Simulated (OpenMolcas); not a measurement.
**One shape, several levels: triplet ClF**

Aim: a comparison of 6 runs (UB3LYP/6-31G*, U-revPBE/cc-pVTZ, UPBE/cc-pVTZ, UTPSS/cc-pVTZ, ROMP2/cc-pVTZ, ROCCSD(T)/cc-pVTZ) of triplet ClF. 

The calculation is run with OpenMolcas 26.06.

1 further run of the same task is left out (it didn't finish).

### Step 1. Starting point

ClF has 2 atoms, charge 0, and is taken as a triplet. As SMILES of the parent species, `FCl`. Geometry: relaxed at PBE0-D4/def2-TZVP. That shape belongs to the parent species and isn't relaxed for this state.

Bond lengths: F1–Cl2 1.620 Å.

### Step 2. A single-point energy at UB3LYP/6-31G(d) (Cartesian functions) (run 1)

test.input

```
&GATEWAY
  BasLib = $CurrDir
  Coord
  2
  angstrom
  F        0.000000       0.000000       0.031290
  Cl       0.000000       0.000000       1.650960
  Basis = 6-31Gs
  Group = NoSym

&SEWARD
  GridInput
  Grid=UltraFine
  End of Grid

&SCF
  UHF
  Spin = 3
  KSDFT = B3LYP
  Thresholds = 1e-10 1e-07 1e-07 1e-05
  PrOrbitals = 0
```

The basis set 6-31G* is read from a file made from the Basis Set Exchange's data (not shown).

Launch:

```console
$ export MOLCAS_MEM=1860
$ pymolcas test.input > test.log
```

Output:

```text
--- Start Module: gateway ---
[...]
--- Stop Module: gateway /rc=_RC_ALL_IS_WELL_ ---
--- Start Module: seward ---
[...]
      Basis functions           34
--- Stop Module: seward /rc=_RC_ALL_IS_WELL_ ---
--- Start Module: scf ---
[...]
       Convergence after  17 Iterations
[...]
::    Total KS-DFT energy                            -559.8223196288
[...]
      Total spin, S                                     1.0012821725
[...]
      Total electronic charge=   26.000000
      Total            charge=   -0.000000
[...]
      Dipole Moment (debye):
      Origin of the operator (angstrom)=    0.0000    0.0000    1.0808
                   X= -2.6693E-16               Y= -6.1531E-17               Z=  6.0914E-01           Total=  6.0914E-01
      Quadrupole Moment (debye*angstrom):
[...]
--- Stop Module: scf /rc=_RC_ALL_IS_WELL_ ---
[...]
```

Wall time 5.4 s (1 thread of Arm Neoverse V2, shared host); peak memory 0.37 GiB.

### Step 3. A single-point energy at U-revPBE/cc-pVTZ (run 2)

job.input

```
>>> EXPORT MOLCAS_PRINT=2
&GATEWAY
BasLib=$CurrDir
Coord
2
angstrom
F        0.000000       0.000000       0.031290
Cl       0.000000       0.000000       1.650960
Basis=cc-pVTZ
Group=NoSym
&SEWARD
GridInput
Grid=UltraFine
End of Grid
&SCF
UHF
Spin=3
KSDFT=revPBE
Thresholds=1e-10 1e-07 1e-07 1e-05
PrOrbitals=1 2
```

The basis set cc-pVTZ is read from a file made from the Basis Set Exchange's data (not shown).

Launch:

```console
$ export MOLCAS_MEM=1860
$ pymolcas job.input > job.log
```

Output:

```text
--- Start Module: gateway ---
[...]
--- Stop Module: gateway /rc=_RC_ALL_IS_WELL_ ---
--- Start Module: seward ---
[...]
      Basis functions           64
--- Stop Module: seward /rc=_RC_ALL_IS_WELL_ ---
--- Start Module: scf ---
[...]
       Convergence after  29 Iterations
[...]
::    Total KS-DFT energy                            -559.7884140606
[...]
      Total spin, S                                     1.0010476686
[...]
      Total electronic charge=   26.000000
      Total            charge=   -0.000000
[...]
      Dipole Moment (debye):
      Origin of the operator (angstrom)=    0.0000    0.0000    1.0808
                   X= -5.5586E-16               Y=  3.6642E-15               Z=  5.8250E-01           Total=  5.8250E-01
      Quadrupole Moment (debye*angstrom):
[...]
--- Stop Module: scf /rc=_RC_ALL_IS_WELL_ ---
[...]
```

Wall time 16 s (1 thread of Arm Neoverse V2, shared host); peak memory 0.4 GiB.

Runs 3 to 5 aren't shown in full; the table further down has their settings and results.

### Step 4. A single-point energy at ROCCSD(T)/cc-pVTZ (run 6)

run.inp

```
&GATEWAY
 BasLib
 $CurrDir
 Coord
 2
 angstrom
 F        0.000000       0.000000       0.031290
 Cl       0.000000       0.000000       1.650960
 Basis
 cc-pVTZ
 Group
 NoSym

&SEWARD

&SCF
 UHF
 Spin
 3
 Thresholds
 1e-10 1e-07 1e-07 1e-05
 PrOrbitals
 1 2

&RASSCF
 FileOrb
 $Project.UnaOrb
 Spin
 3
 Nactel
 2 0 0
 Inactive
 12
 Ras2
 2
 OutOrbitals
 Canonical
 OrbListing
 Few

&MOTRA
 JobIph
 Frozen
 6

&CCSDT
 CCT
 Triples
 3
 Iterations
 80
 Accuracy
 1e-08
 Extrapolation
 5 4
```

The basis set cc-pVTZ is read from a file made from the Basis Set Exchange's data (not shown).

Launch:

```console
$ export MOLCAS_MEM=1860
$ pymolcas run.inp > run.log
```

Output:

```text
--- Start Module: gateway ---
[...]
--- Stop Module: gateway /rc=_RC_ALL_IS_WELL_ ---
[...]
      Basis functions           64
[...]
       Convergence after  26 Iterations
[...]
::    Total SCF energy                               -558.7900066954
[...]
      Total spin, S                                     1.0074874163
[...]
      Number of active orbitals                  2
[...]
      Spin quantum number                      1.0
[...]
      Active orbitals                            2
[...]
      Number of CSFs                             1
[...]
      Number of root(s) required                 1
[...]
      Convergence after 12 iterations
[...]
      printout of CI-coefficients larger than  0.05 for root  1
      energy=    -558.777728
      conf/sym  11     Coeff  Weight
             1  uu   1.00000 1.00000
      Natural orbitals and occupation numbers for root  1
      sym 1:   1.000000   1.000000
      ************************************************************************************************************************
      *                                                    Final results                                                     *
[...]
::    RASSCF root number  1 Total energy:   -558.77772815
[...]
      Total electronic charge=   26.000000
      Total            charge=   -0.000000
[...]
      Dipole Moment (debye):
      Origin of the operator (angstrom)=    0.0000    0.0000    1.0808
                   X= -2.3075E-09               Y=  7.6385E-09               Z=  1.7086E+00           Total=  1.7086E+00
      Quadrupole Moment (debye*angstrom):
[...]
--- Start Module: motra ---
[...]
      *** WARNING: Default frozen orbitals is overwritten by user input.
      *** Default values:   6
[...]
--- Stop Module: motra /rc=_RC_ALL_IS_WELL_ ---
--- Start Module: ccsdt ---
[...]
      Convergence after                    18  Iterations
      Total energy (diff) :    -559.23501233      -0.00000000
[...]
 METHOD                       : CCSD+T(CCSD)+<T3(1)WT1>+<T3(1)UT2> = CCSD(T)
[...]
       CCSD     =      -559.2350123291152
[...]
--- Stop Module: ccsdt /rc=_RC_ALL_IS_WELL_ ---
[...]
```

Wall time 9.3 s (1 thread of Arm Neoverse V2, shared host); peak memory 0.4 GiB.

### Step 5. All runs side by side

| run | level | Cartesian functions | integration grid | energy (Eh) | dipole moment (D) | HOMO energy (eV) | ⟨S²⟩ | wall time |
| --- | --- | --- | --- | --- | --- | --- | --- | --- |
| 1 | UB3LYP/6-31G* (Cartesian functions) | yes | UltraFine | -559.822320 | 0.61 | -5.54 | 2.004 | 5.4 s |
| 2 | U-revPBE/cc-pVTZ | no | UltraFine | -559.788414 | 0.58 | -4.46 | 2.003 | 16 s |
| 3 | UPBE/cc-pVTZ | no | UltraFine | -559.625714 | 0.60 | -4.52 | 2.003 | 18 s |
| 4 | UTPSS/cc-pVTZ | no | UltraFine | -559.931177 | 0.64 | -4.64 | 2.004 | 2.6 min |
| 5 | ROMP2/cc-pVTZ | no | – | -559.237631 | – | – | – | 4.5 s |
| 6 | ROCCSD(T)/cc-pVTZ | no | – | -559.251811 | – | – | – | 9.3 s |

### Step 6. Summary of results

| quantity | value |
| --- | --- |
| run 6: total energy | -559.25181 Eh |
| run 6: (T) correction | -16.80 mEh |

**Reading.** Over runs 1, 2, 3, 4 the dipole moment (its size) runs from 0.58 D (U-revPBE/cc-pVTZ) to 0.64 D (UTPSS/cc-pVTZ). Totals of different functionals can't be ranked against each other. All runs together took 3.5 min, the longest 2.6 min.
